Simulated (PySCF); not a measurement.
```
atom   x (Å)    y (Å)    z (Å)
   P  0.0000   0.0000   0.1154
   H  0.0000   1.0256  -0.8655
   H  0.0000  -1.0256  -0.8655
```

Basis set: cc-pVTZ on H; cc-pV(T+d)Z on P (spherical functions). Left uncorrelated: 5 orbitals. Charge -1, multiplicity 1.

Starred EOM-CCSD(T)(a) on the restricted Hartree–Fock determinant with PySCF 2.14.0; the energies are vertical.

Question: The solver was asked for the few lowest roots only. Give the ionization energies of singlet PH2(-) among them whose weight of singles is over 0.7.

Answer:

| root | energy (eV) | weight of singles |
| --- | --- | --- |
| 1 | 0.72 | 0.96 |
| 2 | 3.51 | 0.95 |
| 3 | 6.08 | 0.94 |

Higher main lines weren't sought. Caution: no diffuse functions for an anion.
